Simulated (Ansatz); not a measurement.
Relaxation of AlFH3N (6 atoms, charge 0, multiplicity 1), to a largest force component of 0.03 eV/Å in at most 50 steps.

The calculation used Ansatz 0.2.0, RHF/def2-SVP.

```xyz
6
Properties=species:S:1:pos:R:3
Al -1.076 -0.439 0.819
H 1.633 0.085 1.008
F 1.619 0.344 0.136
N -1.600 -0.068 -0.852
H -2.524 -0.198 -1.232
H -0.994 0.276 -1.578
```

Q: Where does it end, and by what steps?

A: It converged. After 12 steps the energy has fallen by 0.047 eV; H2 moved furthest, 0.38 Å.

```
step  energy less start (eV)  largest force component (eV/Å)  accepted
   0                  0.0000                           0.307       yes
   1                  0.0065                           1.957        no
   2                 -0.0156                           0.764       yes
   3                 -0.0295                           0.184       yes
   4                 -0.0361                           0.161       yes
   5                  0.0474                           1.530        no
   6                 -0.0415                           0.130       yes
   7                 -0.0418                           0.151       yes
   8                 -0.0397                           0.468        no
   9                 -0.0422                           0.117       yes
  10                 -0.0442                           0.099       yes
  11                 -0.0464                           0.059       yes
  12                 -0.0466                           0.009       yes
```

```xyz
6
Properties=species:S:1:pos:R:3
Al -1.357 -0.533 0.897
H 1.956 0.214 0.847
F 1.390 0.291 0.147
N -1.596 -0.088 -0.823
H -2.461 -0.132 -1.331
H -0.874 0.249 -1.436
```

Time of the run: 4.5 s on 1 thread of AMD EPYC 9R45 96-Core Processor (Zen 5), on a shared host, peak memory 0.13 GiB.
